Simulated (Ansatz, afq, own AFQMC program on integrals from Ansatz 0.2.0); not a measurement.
# SiGeH5, doublet in cc-pVDZ, levels against CCSDT(Q)

```yaml
atoms:
  - { symbol: Ge, position_ang: [-0.9309, 0.0141, 0.0000] }
  - { symbol: H, position_ang: [-1.4423, 1.4607, 0.0000] }
  - { symbol: H, position_ang: [-1.4423, -0.7092, 1.2528] }
  - { symbol: H, position_ang: [-1.4423, -0.7092, -1.2528] }
  - { symbol: H, position_ang: [0.9861, 0.0141, 0.0000] }
  - { symbol: Si, position_ang: [2.4261, 0.0141, 0.0000] }
  - { symbol: H, position_ang: [2.8226, -1.4654, 0.0000] }
```

Basis cc-pVDZ. Only valence electrons are correlated. Ansatz 0.2.0 and our own AFQMC program on the same integrals; the CISD trial comes from CCSD amplitudes, and released means the phaseless constraint is let go. Uncertainties: one standard error, sampling alone. No spin–orbit coupling.

Determinant: ROHF, the one that the program's search chose, which needn't be the lowest solution. The geometry is a point of a scan.

No full CI on the walks' own integrals is used here; CCSDT(Q) serves as the reference and is uncertain by about the last step of the cluster series.

Cautions: no relativity below Rb; no spin-orbit coupling; inner d shell frozen; higher spins were not checked; a spin-contaminated unrestricted determinant lies lower (UHF 247 meV lower, ⟨S²⟩ 1.28); the released energies are still falling, so no released level is given (meV from the phaseless value at times in 1/Eh: -4 ± 3 at 0.24, -7.0 ± 2.3 at 0.51, -8.9 ± 2.3 at 0.99, -10 ± 4 at 1.62, -17 ± 6 at 2.40), though the last usable value meets CCSDT(Q) within the noise; the ph-AFQMC/HF walk drifts between its halves (2.4 errors).

The T1 diagnostic is 0.0301. The weight of the determinant in the CISD state is 0.829. The size of the correlated space is 13 electrons in 51 orbitals.

| level | correlation energy (eV) |
| --- | --- |
| MP2 | -5.4654 |
| CCSD | -6.8541 |
| CCSD(T) | -7.0634 |

Estimate where phaseless AFQMC with a CISD trial lies against CCSD(T) on the same integrals.

4.0 ± 0.3 kJ/mol below CCSD(T).

Reference: CCSDT(Q), correlation energy -7.125 eV.

```csv
level,E − E(reference) (kJ/mol),share of correlation (%)
CCSD(T),5.9,99.14
CCSDT,1.1,99.83
ph-AFQMC/HF,5.3 ± 2.7,99.23
ph-AFQMC/CISD,2.0 ± 0.3,99.71
```

A walk keeps the symmetry of its determinant, which the program's search chose and which needn't be the lowest solution, so a lower state of the same spin and another symmetry isn't excluded.
